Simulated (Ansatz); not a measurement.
Rutile TiO₂

Method: r²SCAN0 (plane waves, PAW; Ansatz, a quantum-chemistry and plane-wave program).

Numerical settings: plane-wave cutoff 520 eV, 6×6×8 k mesh (along the axes of the cell as run), Fermi–Dirac smearing 0.01 eV, no spin polarisation, scalar-relativistic PAW data made under PBE.

Cell (measured lattice):

```cif
data_O4Ti2
_chemical_formula_sum 'Ti2 O4'
_space_group_name_H-M_alt 'P 1'
_space_group_IT_number 1
_cell_length_a 4.59400
_cell_length_b 4.59400
_cell_length_c 2.95800
_cell_angle_alpha 90.000
_cell_angle_beta 90.000
_cell_angle_gamma 90.000
loop_
_space_group_symop_operation_xyz
  'x, y, z'
loop_
_atom_site_label
_atom_site_type_symbol
_atom_site_fract_x
_atom_site_fract_y
_atom_site_fract_z
_atom_site_occupancy
Ti1 Ti 0.00000 0.00000 0.00000 1
Ti2 Ti 0.50000 0.50000 0.50000 1
O1 O 0.30510 0.30510 0.00000 1
O2 O 0.80510 0.19490 0.50000 1
O3 O 0.19490 0.80510 0.50000 1
O4 O 0.69490 0.69490 0.00000 1
```

```json
{
 "band_gap": "4.44 eV (on the SCF k mesh) (direct)"
}
```

Note: cell and atoms aren't relaxed at this level (largest force component 0.07 eV/Å, pressure -5.7 GPa).

Computed values are for the static lattice.
